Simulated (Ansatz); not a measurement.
Process, species as SMILES: N (NH3) + H+ → [NH4+]
B3LYP-D3(BJ)/def2-TZVP geometries, fixed; electronic energies without zero-point terms; positive where energy is released.
Largest species:
```
N
H 1 1.0250
H 1 1.0250 2 109.47
H 1 1.0250 2 109.47 3 120.00
H 1 1.0250 2 109.47 4 120.00
```
Charge +1, spin multiplicity 1.

Basis-set convergence of the proton affinity at B3LYP with Ansatz (an electronic-structure program). Cartesian d functions, on some or all atoms, in 6-31+G*, 6-31G**; all else is spherical. The program fits the integrals of some runs and decomposes those of others, by size. No added dispersion term, no relativity. Functions are those of the species that has most. Reference: the value in aug-pcseg-3, 211.31 kcal/mol, itself unsure by roughly 0.02 kcal/mol (its mean distance from aug-cc-pVQZ, def2-QZVPPD, pcseg-3). Deviations are taken from unrounded values.

| basis | functions | proton affinity (kcal/mol) | minus reference (kcal/mol) |
|---|---|---|---|
| STO-3G | 9 | 259.65 | 48.34 |
| 6-31+G* | 27 | 211.85 | 0.54 |
| cc-pVDZ | 34 | 217.07 | 5.76 |
| pcseg-1 | 34 | 212.63 | 1.32 |
| 6-31G** | 35 | 218.51 | 7.20 |
| def2-TZVP | 55 | 212.21 | 0.90 |
| 6-311++G(2d,2p) | 67 | 211.33 | 0.02 |
| def2-TZVPD | 73 | 210.96 | -0.35 |
| def2-TZVPP | 87 | 212.42 | 1.11 |
| def2-TZVPPD | 105 | 211.39 | 0.08 |
| 6-311++G(3df,3pd) | 111 | 210.96 | -0.34 |
| aug-cc-pVTZ | 138 | 211.15 | -0.16 |
| aug-pcseg-2 | 138 | 211.25 | -0.06 |
| cc-pVQZ | 175 | 212.29 | 0.98 |
| def2-QZVPP | 177 | 211.55 | 0.25 |
| def2-QZVPPD | 195 | 211.30 | -0.01 |
| aug-cc-pVQZ | 264 | 211.27 | -0.04 |
| aug-pcseg-3 | 281 | 211.31 | 0.00 |

The smallest set listed that lies within 2 kcal/mol of the reference with all its larger relatives (same family, alike in diffuse functions; a set with none counts only in the reference's own line) is 6-31+G* (27 functions, 0.54 kcal/mol off). Inside, with no larger relative to test it: cc-pVQZ. (Relatives not listed, tested too: 6-311+G** 0.61, pcseg-2 0.51, def2-QZVP 0.25, pcseg-3 0.03 kcal/mol.)
